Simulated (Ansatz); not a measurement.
Relaxation of C$_{4}$H$_{4}$OS (10 atoms, charge 0, multiplicity 1), to a largest force component of 0.02 eV/Å in at most 40 steps.

The calculation used UKS PBE0/STO-3G (Ansatz).

```xyz
10
Properties=species:S:1:pos:R:3:forces:R:3
O -1.923 -1.429 0.958 -1.84 -1.21 0.86
C -1.173 -0.609 0.452 -0.19 0.36 -0.20
C 0.294 -0.829 0.340 4.41 1.13 0.26
C 0.958 0.400 -0.325 -7.40 0.57 0.17
C 0.006 1.329 -0.681 2.83 -2.02 0.97
S -1.628 0.966 -0.248 -1.33 0.84 -0.33
H 0.550 -1.723 -0.239 -0.17 -0.48 0.02
H 0.785 -0.923 1.351 -0.71 -0.36 -0.62
H 1.950 0.500 -0.473 4.45 0.30 -0.66
H 0.265 2.267 -1.131 -0.05 0.87 -0.47
```

Task: Where does it end, and by what steps?

Result: The forces met the threshold. Limits of this set-up: minimal basis. After 6 steps the energy has fallen by 0.515 eV; C3 moved furthest, 0.07 Å.

| step | energy less start (eV) | largest force component (eV/Å) | accepted |
| --- | --- | --- | --- |
| 0 | 0.0000 | 7.403 | yes |
| 1 | -0.4624 | 1.288 | yes |
| 2 | -0.4687 | 0.760 | yes |
| 3 | -0.5126 | 0.321 | yes |
| 4 | -0.5134 | 0.296 | yes |
| 5 | -0.5153 | 0.024 | yes |
| 6 | -0.5153 | 0.007 | yes |

```xyz
10
Properties=species:S:1:pos:R:3
O -1.986 -1.432 0.959
C -1.189 -0.624 0.460
C 0.363 -0.818 0.350
C 0.927 0.413 -0.326
C 0.022 1.339 -0.657
S -1.656 0.983 -0.261
H 0.571 -1.741 -0.221
H 0.780 -0.967 1.362
H 2.000 0.508 -0.515
H 0.251 2.288 -1.150
```

Run time: 24 s on 1 thread of Arm Neoverse V2 (shared host), peak memory 0.15 GiB.
